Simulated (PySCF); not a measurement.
1,3,4-oxdiazole, C₂H₂N₂O.
Bonds: C1–N2 (aromatic), N2–N3 (aromatic), N3–C4 (aromatic), C4–O5 (aromatic), C1–O5 (aromatic). Hydrogens: H6 on C1; H7 on C4.

Definitions: NICS(0) = −σiso at the ring centroid; NICS(1) = −σiso and NICS(1)zz = −σzz at ±1 Å along the ring normal z. Level: GIAO B97-2/pcSseg-2 (PySCF, non-relativistic, gas phase) on the PBE0-D3(BJ)/def2-TZVP geometry, one conformer.

Ring bond lengths (Å): C1–N2 1.282, N2–N3 1.387, N3–C4 1.282, C4–O5 1.348, O5–C1 1.348.

Q: What do the NICS probes read (ppm)?

A: 
| ring | type | NICS(0) | NICS(1), two faces | NICS(1)zz, two faces | rms pucker (Å) | centre to ring atoms, mean (Å) |
| --- | --- | --- | --- | --- | --- | --- |
| C1–N2–N3–C4–O5 | 5-membered ring with 2 N and O; formal bonds all aromatic | -11.2 | -10.2 / -10.2 | -29.6 / -29.5 | 0.00 | 1.13 |

Q: What can be read from them?

A: 
- C1–N2–N3–C4–O5: mean NICS(1)zz -29.5 ppm, shielded. The ring is flat and has no four-coordinate atom; by the NICS criterion it is aromatic.

Q: And the bond-length index? HOMA = 1 − mean of α(R − Ropt)² over the ring bonds, with Krygowski's 1993 parameters (CN: Ropt 1.334 Å, α 93.52 Å⁻²; CO: Ropt 1.265 Å, α 157.38 Å⁻²; NN: Ropt 1.309 Å, α 130.33 Å⁻²).

A: 
- C1–N2–N3–C4–O5: HOMA 0.31; the largest term is that of C4–O5, α(R − Ropt)² = 1.08.

Q: What is the mean of the two in-plane components of NICS at the second NICS(1) probe listed for ring C1–N2–N3–C4–O5, 1 Å off the ring?

A: The isotropic value is a third of the trace: (3 × -10.2 − (-29.5))/2 = -0.5 ppm.

Q: Give the inner angles of the rings.

A: 
- C1–N2–N3–C4–O5: C1 113.2°, N2 106.0°, N3 105.9°, C4 113.2°, O5 101.7°; sum 540.0° against 540° for a flat convex ring.

Q: How shielded are the nuclei of the rings and their hydrogens (means over atoms taken as equivalent)?

A: 
```csv
atoms,environment,σ isotropic (ppm),"principal values of the symmetric part, first atom (ppm)"
C1 (×2),aromatic CH next to a ring nitrogen,26.4,"-71.9, 55.0, 96.0"
N2 (×2),pyridine-type nitrogen,-88.3,"-320.7, -111.2, 166.7"
O5,furan-type oxygen,4.3,"-86.3, -77.1, 176.3"
H6 (×2),aromatic hydrogen,23.33,"20.9, 23.7, 25.4"
```

Q: How do the values depend on the level or the medium?

A: 
```tsv
level	NICS(0), C1–N2–N3–C4–O5	mean NICS(1)zz, C1–N2–N3–C4–O5
B97-2/pcSseg-2, gas	-11.2	-29.5
KT3/pcSseg-2, gas	-11.9	-30.1
PBE0/pcSseg-2, gas	-11.1	-29.8
wB97X-D/pcSseg-2, gas	-10.8	-29.2
WP04/pcSseg-2, IEF-PCM chloroform	-10.9	-27.5
wB97X-D/pcSseg-2, IEF-PCM chloroform	-10.7	-28.9
```

The geometry is the same throughout; the continuum's cavity takes Bondi-type radii × 1.2.

The run took 9.6 s of wall time on Intel Xeon 6975P-C, one thread, no GPU, shared host with 192 logical CPUs at a one-minute load of 57, and the process peaked at 0.77 GiB of memory. This is the whole shielding run at B97-2/pcSseg-2, SCF included.
